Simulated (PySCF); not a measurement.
**Building multiplets from coupling constants**

Mapped SMILES: `[F:1][c:2]1[cH:3][cH:4][nH:5][n:6]1`. Each H is labelled by its parent atom.

- shielding tensors at PBE0/pcSseg-1 (GIAO)
- J couplings at B3LYP/pcJ-1
- geometry from PBE0-D3(BJ)/def2-SVP
- program: PySCF
- single conformer, non-relativistic Hamiltonian, in vacuum

Referencing at the same level of theory: 1H (σ = 31.27 ppm) vs TMS; 19F (σ = 177.25 ppm) vs CFCl3.

Spectrometer: 400 MHz for 1H. First-order analysis; couplings under 1 Hz (under 4 Hz in carbon signals) are ignored, and nearly equal couplings are merged; the smaller ones broaden or split the lines further.

Task: What pattern does H(C3) show (1H)?

Result: A doublet of doublets at δ 5.90: 6.4 Hz to F1 (1 × 19F, 3 bonds away), 2.9 Hz to H(C4) (1 × 1H, 3 bonds away). Lines in Hz from the centre (relative intensity): +4.7 (1), +1.8 (1), -1.8 (1), -4.7 (1). The outer lines are 9.3 Hz apart, the sum of the couplings kept, or 0.023 ppm at this field.

Task: What pattern does H(C4) show (1H)?

Result: A doublet of doublets at δ 7.21: 2.9 Hz to H(C3) (1 × 1H, 3 bonds away), 1.7 Hz to F1 (1 × 19F, 4 bonds away). Lines in Hz from the centre (relative intensity): +2.3 (1), +0.6 (1), -0.6 (1), -2.3 (1). The outer lines are 4.6 Hz apart, the sum of the couplings kept, or 0.011 ppm at this field.

Task: What pattern does F1 show (19F)?

Result: A doublet of doublets at δ -136.5: 6.4 Hz to H(C3) (1 × 1H, 3 bonds away), 1.7 Hz to H(C4) (1 × 1H, 4 bonds away). Lines in Hz from the centre (relative intensity): +4.0 (1), +2.4 (1), -2.4 (1), -4.0 (1). The outer lines are 8.1 Hz apart, the sum of the couplings kept, or 0.022 ppm at this field.

OH/NH shifts are gas-phase values; hydrogen bonding in solution moves them, usually downfield. Unscaled 3J(H,H) at this level run about 10 % above measured values.
